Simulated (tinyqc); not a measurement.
Worked calculation: coupled-perturbed Hartree-Fock on RHF in the sto-3g basis, for NH3, spin multiplicity 1. One step of it, computed by the program tinyqc.

Question. Response to a field: uncoupled start. Field along y; U_ai = -mu_ai / (e_a - e_i), alpha = -4 sum U_ai mu_ai.

orbital energies (hartree): MO1 -15.286405, MO2 -1.035672, MO3 -0.546479, MO4 -0.546248, MO5 -0.322631, MO6 0.546324, MO7 0.700826, MO8 0.701345

dipole integrals <a|y|i> (bohr):
```
          i1         i2        i3         i4        i5
a6  0.000000   0.000000  0.000000  -0.777875  0.000000
a7  0.066259  -0.131360  0.580278   0.000000  0.337963
a8  0.000000   0.000000  0.000000   0.579009  0.000000
```

Give: uncoupled U; uncoupled polarisability.

Answer.

uncoupled U:
```
         i1      i2       i3       i4       i5
a6   0.0000  0.0000   0.0000   0.7120   0.0000
a7  -0.0041  0.0756  -0.4652   0.0000  -0.3302
a8   0.0000  0.0000   0.0000  -0.4641   0.0000
```

uncoupled polarisability = 4.8573 bohr^3
